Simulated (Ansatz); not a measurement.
**How methods differ on Si2 (disilicon)**

Si2 has 2 atoms, charge 0, and is taken as a triplet. As SMILES, `[Si]=[Si]`. The coordinates come from a GFN2-xTB relaxation.

```xyz
2

Si    0.0000    0.0000    0.0000
Si    0.0000    0.0000    2.1742
```

Each level gives the electronic atomisation energy (eV). The values are calculated. Electronic energies at fixed atoms, without zero-point motion or spin-orbit coupling.

```json
{"level": "UHF/6-31G", "kind": "Hartree–Fock", "program": "Ansatz", "value (eV)": "0.63", "CPU time (all runs)": "0.95 s"}
{"level": "UBLYP/6-31G", "kind": "GGA", "program": "Ansatz", "value (eV)": "2.73", "CPU time (all runs)": "5 s"}
{"level": "U-r2SCAN/6-31G", "kind": "meta-GGA", "program": "Ansatz", "value (eV)": "2.78", "CPU time (all runs)": "26 s"}
{"level": "U-r2SCAN0/6-31G", "kind": "hybrid meta-GGA", "program": "Ansatz", "value (eV)": "2.44", "CPU time (all runs)": "9.4 s"}
{"level": "UCAM-B3LYP/6-31G", "kind": "range-separated hybrid", "program": "Ansatz", "value (eV)": "2.18", "CPU time (all runs)": "5.8 s"}
{"level": "UB2PLYP/6-31G", "kind": "double hybrid", "program": "Ansatz", "value (eV)": "2.23", "CPU time (all runs)": "6.7 s"}
{"level": "RPA@PBE/6-31G", "kind": "RPA", "program": "Ansatz", "value (eV)": "1.63", "CPU time (all runs)": "7 s"}
{"level": "UMP2/6-31G", "kind": "perturbation theory", "program": "Ansatz", "value (eV)": "1.49", "CPU time (all runs)": "1.2 s"}
{"level": "UCCSD(T)/6-31G", "kind": "coupled cluster or CI", "program": "Ansatz", "value (eV)": "2.11", "CPU time (all runs)": "1.6 s"}
```

The values span 0.63 to 2.78 eV. Spin contamination of the reference (⟨S²⟩ at least 0.1 too high) touches UHF/6-31G, UMP2/6-31G, UCCSD(T)/6-31G. The coupled-cluster rows rest on a doubtful reference here (large T1 or Brueckner and Hartree–Fock orbitals at odds), and rows may lie in different states. All rows use very small basis sets, so none should be taken for the real molecule's value. In so small a basis fixed costs decide the times, and correlated methods can beat functionals. CPU times are rough (shared hosts, several kinds of processor and program).
